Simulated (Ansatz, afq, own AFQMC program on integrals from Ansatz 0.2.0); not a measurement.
CO, singlet: AFQMC among the cluster methods

```yaml
atoms:
  - { symbol: O, position_ang: [0.0000, 0.0000, 0.0000] }
  - { symbol: C, position_ang: [0.0000, 0.0000, 1.1234] }
```

Basis cc-pVTZ. Noble-gas cores (and the filled d shells of Ga–Kr and In–Xe) are frozen. Ansatz 0.2.0 and our own AFQMC program on the same integrals; the CISD trial comes from CCSD amplitudes, and released means the phaseless constraint is let go. Uncertainties: one standard error, sampling alone.

Determinant: RHF, the one that the program's search chose, which needn't be the lowest solution. The geometry is a PBE0/def2-TZVP stationary point of this or a neighbouring charge and spin state.

No full CI on the walks' own integrals is used here; CCSDT(Q) serves as the reference and is uncertain by about the last step of the cluster series.

```
T1 diagnostic                               : 0.0181
weight of the determinant in the CISD state : 0.895
size of the correlated space                : 10 electrons in 58 orbitals
```

```
  level  correlation energy (eV)
    MP2                  -9.6405
   CCSD                  -9.7309
CCSD(T)                 -10.1870
```

Problem. Estimate where phaseless AFQMC with a CISD trial lies against CCSD(T) on the same integrals.

Solution. 7.9 ± 22.7 meV below CCSD(T). The gap is under twice the noise, so this walk alone can't tell the two apart.

Reference: CCSDT(Q), correlation energy -10.221 eV. The released energy is read at 2.40 1/Eh (meV from the phaseless value at times in 1/Eh: -10 ± 26 at 0.24, -14 ± 18 at 0.51, -22 ± 24 at 0.99, -23 ± 29 at 1.62, 48 ± 32 at 2.40).

```tsv
level	E − E(reference) (meV)	share of correlation (%)
CCSD(T)	33.5	99.67
CCSDT	29.7	99.71
ph-AFQMC/CISD	25.6 ± 22.7	99.75
released AFQMC	73.4 ± 32.5	99.28
```

A walk keeps the symmetry of its determinant, which the program's search chose and which needn't be the lowest solution, so a lower state of the same spin and another symmetry isn't excluded. Released energies are given only where the last usable release times agree within the noise; a slower fall can still hide under it.
